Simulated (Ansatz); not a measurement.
The input, for Ansatz 0.2.0:

```yaml
crystal:
  periodic: [false, false, false]
  atoms:
    - {symbol: Sn, position_ang: [0.000000, 0.000000, 0.000000]}
    - {symbol: H, position_ang: [0.000000, 0.000000, -1.655400]}
    - {symbol: H, position_ang: [0.000000, 0.000000, 1.655400]}
basis:
  gaussian: {orbitals: def2-TZVP}
total_charge: 1
magnetization: {spin_polarized: false, initial_magnetization: 1}
correlation: {method: fci, electrons: outside_noble_gas}
```

```sh
$ ansatz run in.yaml --threads 1 --pin off --events-out ev --progress --plain --max-ram 2393MiB
```

Output:

```
1002 factors; integrals over basis functions are off by at most 1.8e-7 eV
mean field evaluation 1: about -5827.1160 eV, gradient 7.6e0 eV
mean field evaluation 2: about -5827.1196 eV, gradient 7.6e0 eV
mean field evaluation 4: about -5827.4174 eV, gradient 5.1e-1 eV
mean field evaluation 8: about -5827.4179 eV, gradient 2.8e-5 eV
mean field evaluation 16: about -5827.4179 eV, gradient 5.3e-4 eV
mean field evaluation 32: about -5827.4171 eV, gradient 2.3e-1 eV
mean field -5827.41785597 eV, -214.1536562413 hartree, gradient 2.3e-6 eV, S^2 0.750000; 4 other end points of the search recorded, 0 dependent functions left out
9 core orbitals not correlated: weight in the atoms' cores, before any rotation towards them, 0.998 or more for the frozen orbitals, at most 0.002 for the correlated occupied ones
reference -5827.41785597 eV, -214.1536562413 hartree; 3, 2 occupied and 50, 51 virtual orbitals, 1002 factors
state -5829.91963292 eV, -214.2455948482 hartree
Total energy: -5829.91963292 eV, -214.2455948482 hartree
```

Natural occupations: 1.9489 1.9254 0.9874 0.0646 0.0150 0.0140 0.0097 0.0063 0.0049 0.0042 0.0042 0.0030 0.0029 0.0025 0.0018 0.0007 0.0007 0.0006 0.0005 0.0005 0.0003 0.0003 0.0002 0.0002.

Ran on 1 thread of Arm Neoverse V1, shared host: 69 s wall, 0.6 GiB peak host memory.
